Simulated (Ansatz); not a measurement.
Ansatz (a quantum-chemistry and plane-wave program) input (CCSD(T)/aug-cc-pV(D+d)Z):
A basis named .json is the Basis Set Exchange file of that set.

Ansatz 0.2 input:
```yaml
crystal:
  periodic: [false, false, false]
  atoms:
    - {symbol: O, position_ang: [-0.05310982, 0.04475927, -1.62689354]}
    - {symbol: C, position_ang: [0.01301331, -0.00671820, -0.39864864]}
    - {symbol: S, position_ang: [-0.01737407, 0.00595007, 1.09879365]}
    - {symbol: H, position_ang: [0.62478378, -0.41296608, -2.17365816]}
basis:
  gaussian:
    orbitals: aug-cc-pV_D+d_Z.json
total_charge: 1
magnetization: {spin_polarized: false}
correlation: {method: ccsd_t, electrons: outside_noble_gas}
output: {forces: true}
```

End of the output:

```
mean field evaluation 1: about -13888.9861 eV, gradient 4.4e1 eV
mean field evaluation 2: about -13888.9872 eV, gradient 4.4e1 eV
mean field evaluation 4: about -13892.5047 eV, gradient 3.3e0 eV
mean field evaluation 8: about -13892.5449 eV, gradient 1.7e-1 eV
mean field evaluation 16: about -13892.5381 eV, gradient 1.3e0 eV
mean field -13892.54549016 eV, -510.5416300579 hartree, gradient 2.0e-6 eV, S^2 0.000000; 0 other end points of the search recorded, 0 dependent functions left out
7 core orbitals not correlated
reference -13892.54549016 eV, -510.5416300579 hartree; 8, 8 occupied and 72, 72 virtual orbitals, 853 factors
densities: 0.35 GiB planned
second order -12.39823217 eV of doubles, -0.00000000 eV of singles
coupled cluster: 0.25 GiB planned
cycle   1  -12.20396931 eV  change    1.9e-1 eV  update   1.1e-1
cycle   2  -12.61051992 eV  change   -4.1e-1 eV  update   3.6e-2
cycle   3  -12.72109578 eV  change   -1.1e-1 eV  update   1.7e-2
cycle   4  -12.71552105 eV  change    5.6e-3 eV  update   4.1e-3
cycle   5  -12.71490084 eV  change    6.2e-4 eV  update   1.5e-3
cycle   6  -12.71528479 eV  change   -3.8e-4 eV  update   5.2e-4
cycle   7  -12.71520867 eV  change    7.6e-5 eV  update   1.4e-4
cycle   8  -12.71519356 eV  change    1.5e-5 eV  update   4.2e-5
cycle   9  -12.71521617 eV  change   -2.3e-5 eV  update   1.7e-5
cycle  10  -12.71521249 eV  change    3.7e-6 eV  update   6.1e-6
cycle  11  -12.71521266 eV  change   -1.7e-7 eV  update   2.6e-6
perturbative correction -0.61149307 eV, -0.0224719560 hartree
the calculation of the forces begins
Total energy: -13905.87219590 eV, -511.0313774604 hartree
Atom 0 at    -0.053110     0.044759    -1.626894 Å, force    -0.256055     0.183216    -1.730542 eV/Å
Atom 1 at     0.013013    -0.006718    -0.398649 Å, force     0.228372    -0.154886    -0.055748 eV/Å
Atom 2 at    -0.017374     0.005950     1.098794 Å, force    -0.038024     0.016989     1.660493 eV/Å
Atom 3 at     0.624784    -0.412966    -2.173658 Å, force     0.065707    -0.045319     0.125797 eV/Å
Dipole moment:     0.271787    -0.183122    -0.292870 e Å
```

It need not be the lowest isomer of its formula.
